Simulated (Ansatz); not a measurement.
# triplet C2H6O3S: levels of theory compared

Wanted: a comparison of 4 runs (UHF/STO-3G, UPBE-QIDH/6-31G*, RPA@PBE0/6-31G*, UCCSD/6-31G*) of triplet C2H6O3S. 

The results are computed with Ansatz 0.2.0.

59 further runs of the same task are left out: 59 set aside as unsound or not needed.

## Step 1: Starting point

C2H6O3S: 12 atoms, total charge 0, spin state triplet. As SMILES of the parent species, `COS(=O)OC`. The shape is that of a PBE0-D4/def2-TZVP optimisation. This is one conformer, not always the lowest. That shape belongs to the parent species and isn't relaxed for this state.

Bond lengths: C1–O2 1.424 Å, O2–S3 1.631 Å, S3–O4 1.441 Å, S3–O5 1.613 Å, O5–C6 1.432 Å, C1–H7 1.089 Å, C1–H8 1.093 Å, C1–H9 1.094 Å, C6–H10 1.090 Å, C6–H11 1.092 Å, C6–H12 1.088 Å. Some angles: C1–O2–S3 114.5°, O2–S3–O4 102.7°, O2–S3–O5 99.5°, O4–S3–O5 108.6°, S3–O5–C6 117.3°, O2–C1–H7 106.4°, O2–C1–H8 110.8°, O2–C1–H9 111.3°, O5–C6–H10 110.4°, O5–C6–H11 110.6°.

## Step 2: A single-point energy at UHF/STO-3G (run 1)

Contents of job.yaml:

```yaml
crystal:
  periodic: [false, false, false]
  atoms:
    - {symbol: C, position_ang: [-1.140150, -1.448190, 0.686670]}
    - {symbol: O, position_ang: [-0.338820, -1.161560, -0.455050]}
    - {symbol: S, position_ang: [1.199130, -0.739170, -0.113760]}
    - {symbol: O, position_ang: [1.781070, -0.580910, -1.422670]}
    - {symbol: O, position_ang: [0.939620, 0.723290, 0.515360]}
    - {symbol: C, position_ang: [0.489430, 1.751500, -0.374670]}
    - {symbol: H, position_ang: [-2.002510, -2.005860, 0.325640]}
    - {symbol: H, position_ang: [-1.471570, -0.526130, 1.170270]}
    - {symbol: H, position_ang: [-0.594160, -2.058900, 1.412250]}
    - {symbol: H, position_ang: [1.184730, 1.864290, -1.206450]}
    - {symbol: H, position_ang: [-0.506220, 1.519170, -0.756880]}
    - {symbol: H, position_ang: [0.459460, 2.662460, 0.219290]}
basis:
  gaussian:
    orbitals: STO-3G
magnetization:
  spin_polarized: true
  initial_magnetization: 2
hamiltonian:
  xc: hf
accuracy: high
output: {orbitals: {seedname: orbitals}}
```

Command:

```sh
$ ansatz run job.yaml --threads 1 --pin off --max-ram 3480MiB --events-out events.jsonl --progress --plain --runs-dir runs
```

The log of the run:

```text
Warning: RAYON_NUM_THREADS=1 ignored (pool sized by the plan → 1); use --threads N
Functional definition: HF
  name "HF"
  exchange = exact_x
  correlation = 0
883 factors; integrals over basis functions are off by at most 5.6e-9 eV
mean field evaluation 1: about -18839.9871 eV, gradient 2.4e1 eV
mean field evaluation 2: about -18840.4284 eV, gradient 2.4e1 eV
mean field evaluation 4: about -18846.1314 eV, gradient 4.0e0 eV
mean field evaluation 8: about -18846.9273 eV, gradient 6.8e-1 eV
mean field evaluation 16: about -18847.0510 eV, gradient 1.7e-2 eV
mean field evaluation 32: about -18846.9985 eV, gradient 4.4e-1 eV
mean field evaluation 64: about -18843.1328 eV, gradient 1.6e0 eV
mean field evaluation 96: about -18845.2703 eV, gradient 1.6e0 eV
mean field evaluation 128: about -18846.4856 eV, gradient 5.6e-1 eV
mean field -18847.04291690 eV, -692.6160522116 hartree, gradient 3.9e-8 eV, S^2 2.023808; 2 other end points of the search recorded, 0 dependent functions left out
reference -18847.04291690 eV, -692.6160522116 hartree; 30, 28 occupied and 10, 12 virtual orbitals, 883 factors
Total energy: -18847.04291690 eV, -692.6160522116 hartree
```

Wall time 2.4 s (1 thread of Arm Neoverse V1, shared host); peak memory 0.12 GiB.

## Step 3: A single-point energy at UPBE-QIDH/6-31G(d) (spherical functions) (run 2)

Contents of molecule.yaml:

```yaml
crystal:
  periodic: [false, false, false]
  atoms:
    - {symbol: C, position_ang: [-1.140150, -1.448190, 0.686670]}
    - {symbol: O, position_ang: [-0.338820, -1.161560, -0.455050]}
    - {symbol: S, position_ang: [1.199130, -0.739170, -0.113760]}
    - {symbol: O, position_ang: [1.781070, -0.580910, -1.422670]}
    - {symbol: O, position_ang: [0.939620, 0.723290, 0.515360]}
    - {symbol: C, position_ang: [0.489430, 1.751500, -0.374670]}
    - {symbol: H, position_ang: [-2.002510, -2.005860, 0.325640]}
    - {symbol: H, position_ang: [-1.471570, -0.526130, 1.170270]}
    - {symbol: H, position_ang: [-0.594160, -2.058900, 1.412250]}
    - {symbol: H, position_ang: [1.184730, 1.864290, -1.206450]}
    - {symbol: H, position_ang: [-0.506220, 1.519170, -0.756880]}
    - {symbol: H, position_ang: [0.459460, 2.662460, 0.219290]}
basis:
  gaussian: {orbitals: 6-31G_st_-spherical.json}
output: {orbitals: {seedname: orbitals}}
correlation: {frozen_orbitals: {C: 1, H: 0, O: 1, S: 5}}
hamiltonian: {xc: {name: PBE-QIDH}}
magnetization: {spin_polarized: true, initial_magnetization: 2}
accuracy: high
```

The basis set 6-31G* is read from a file made from the Basis Set Exchange's data (not shown).

Command:

```sh
$ ansatz run molecule.yaml --threads 1 --pin off --max-ram 3480MiB --events-out events.jsonl --progress --plain --runs-dir runs
```

The log of the run, shortened:

```text
Warning: RAYON_NUM_THREADS=1 ignored (pool sized by the plan → 1); use --threads N
Functional definition: PBE-QIDH
  name "PBE-QIDH"
[...]
2412 factors; integrals over basis functions are off by at most 4.0e-9 eV
[...]
mean field -19110.72335728 eV, -702.3061296664 hartree, gradient 7.2e-8 eV, S^2 2.030152; 4 other end points of the search recorded, 0 dependent functions left out
10 core orbitals not correlated: weight in the atoms' cores, before any rotation towards them, 1.000 or more for the frozen orbitals, at most 0.000 for the correlated occupied ones
reference -19110.72335809 eV, -702.3061296962 hartree; 20, 18 occupied and 70, 72 virtual orbitals, 2412 factors
second order -28.20690350 eV of doubles, -0.00000000 eV of singles
Total energy: -19120.12565926 eV, -702.6516578910 hartree
```

Run time: 59 s. Hardware: 1 thread of Arm Neoverse V1, shared host; peak memory 0.58 GiB.

Run 3 isn't shown in full; the table further down has it.

## Step 4: The energy at UCCSD/6-31G(d) (spherical functions) (run 4)

Changes to molecule.yaml since step 3:

```diff
@@ -1 +1,4 @@
+basis:
+  gaussian:
+    orbitals: 6-31G_st_-spherical.json
 crystal:
@@ -15,8 +18,10 @@
     - {symbol: H, position_ang: [0.459460, 2.662460, 0.219290]}
-basis:
-  gaussian: {orbitals: 6-31G_st_-spherical.json}
-output: {orbitals: {seedname: orbitals}}
-correlation: {frozen_orbitals: {C: 1, H: 0, O: 1, S: 5}}
-hamiltonian: {xc: {name: PBE-QIDH}}
-magnetization: {spin_polarized: true, initial_magnetization: 2}
+magnetization:
+  spin_polarized: true
+  initial_magnetization: 2
+correlation:
+  method: ccsd
+  frozen_orbitals: {C: 1, H: 0, O: 1, S: 5}
 accuracy: high
+scf:
+  omitted_lower_state_checks: [cluster_reference, increment]
```

The basis set 6-31G* is read from a file made from the Basis Set Exchange's data (not shown).

Command:

```sh
$ ansatz run molecule.yaml --threads 1 --pin off --max-ram 3480MiB --events-out events.jsonl --progress --plain --runs-dir runs
```

The log of the run:

```text
Warning: RAYON_NUM_THREADS=1 ignored (pool sized by the plan → 1); use --threads N
[... 13 lines left out ...]
10 core orbitals not correlated: weight in the atoms' cores, before any rotation towards them, 1.000 or more for the frozen orbitals, at most 0.000 for the correlated occupied ones
[... 47 lines left out ...]
Total energy: -19101.60130353 eV, -701.9709003742 hartree
Checks for a lower state left out: cluster_reference, increment
```

Wall time 4.5 min (1 thread of Arm Neoverse V1, shared host); peak memory 1.7 GiB.

## Step 5: All runs side by side

```
run                                   level  frozen core orbitals  energy (Eh)   ⟨S²⟩  wall time
  1                              UHF/STO-3G                     –  -692.616052  2.024      2.4 s
  2  UPBE-QIDH/6-31G* (spherical functions)                    10  -702.651658  2.030       59 s
  3   RPA@PBE0/6-31G* (spherical functions)                    10  -702.262516  2.010       68 s
  4      UCCSD/6-31G* (spherical functions)                    10  -701.970900  2.049    4.5 min
```

## Step 6: Summary of results

| quantity | value |
| --- | --- |
| run 4: total energy | -701.97090 Eh |
| run 4: correlation energy (10 core orbitals frozen) | -950.8 mEh |
| run 4: ⟨S²⟩ of the reference determinant | 2.049 |
| run 4: T1 diagnostic | 0.034 |

In words: In run 1 the basis is minimal, so the values are rough. All runs together took 6.6 min, the longest 4.5 min.
